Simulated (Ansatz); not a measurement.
Ideal-gas functions of `O=[N+]([O-])F` at 600 K and 1 bar, from an Ansatz frequency run at PBE0-D4/def2-TZVP.

Molar mass 65.0 g/mol, point group C2v (symmetry number 2), electronic degeneracy 1, moments of inertia 37.537, 43.057, 80.594 u Å². Harmonic wavenumbers (cm⁻¹, unscaled): 597, 621, 796, 867, 1412, 1925.

Use S(trans) = R[1.5 ln M + 2.5 ln T − 1.1517]; rotational temperatures θ = 24.2544 K / I; S(rot) = R[ln(√π/σ · √(T³/θAθBθC)) + 1.5]; for each mode x = 1.438777 ν̃/T, S = R[x/(eˣ − 1) − ln(1 − e⁻ˣ)] and H = RT x/(eˣ − 1); 1 cm⁻¹ = 0.0119627 kJ/mol; R = 8.31446 J/(mol·K).

Question: By hand: the entropy, in J/(mol·K).

Answer: Translation 175.5. Rotation: θ = 0.6461, 0.5633, 0.3009 K, giving 100.4. Vibration, mode by mode: 6.01, 5.73, 4.10, 3.58, 1.27, 0.47, in all 21.2. Electronic 0.0. Sum 297.1 J/(mol·K).

Question: By hand: H − E and G − E in kJ/mol, counted from the electronic energy.

Answer: Zero-point energy ½ × 6218 × 0.0119627 = 37.2; thermal vibration 8.4; translation, rotation and pV give 4 RT = 20.0. H − E = 65.6 kJ/mol, and G − E = 65.6 − 600 × 297.1/1000 = -112.7 kJ/mol.

Vibration gives 7 % of the entropy.
